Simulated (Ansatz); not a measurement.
System: antiferromagnetic (type II) rock-salt MnS. Method: r²SCAN (Ansatz, a first-principles code, PAW).

Run with plane-wave cutoff 560 eV, 10×10×10 k mesh, Fermi–Dirac smearing 0.01 eV, spin-polarised with opposed moments, scalar-relativistic PAW data made under PBE.

A third-order Birch–Murnaghan fit to the energies gives V0 = 17.255 Å³/atom, B0 = 83.8 GPa, B′ = 3.9.

| V (Å³/atom) | P (GPa) |
|---|---|
| 16.565 | ___ |
| 16.910 | ___ |
| 17.256 | 0.00 |
| 17.601 | ___ |
| 17.946 | -3.05 |

Estimate the withheld pressures from this fit; the answers are the runs' own values.


- 16.565, P (GPa): 3.69
- 16.910, P (GPa): 1.75
- 17.601, P (GPa): -1.60

The formula P = (3/2) B0 (x^(7/3) − x^(5/3)) [1 + (3/4)(B′ − 4)(x^(2/3) − 1)] with x = V0/V meets the computed pressures within 0.02 GPa when these rounded values are put in.

Shape and atoms are relaxed at each volume.

Measured, for comparison: bulk modulus 75 ± 2 GPa (room temperature, not corrected to a static lattice, our sources range from 72.0 to 88.0; as tabulated in Sweeney, Heinz, compression of alpha-MnS (alabandite), Phys. Chem. Miner. 20 …); equilibrium volume per atom 17.57 Å³/atom (4 K, zero-point motion not removed; as tabulated in PSI, practical course at SINQ: magnetic order in MnS). Computed (rounded) less measured: bulk modulus not scored (sources differ), equilibrium volume per atom -1.8 %.

Note: the bulk modulus comes from volumes at which shape and atoms were relaxed.

It cost very roughly 16 core-minutes of CPU time.
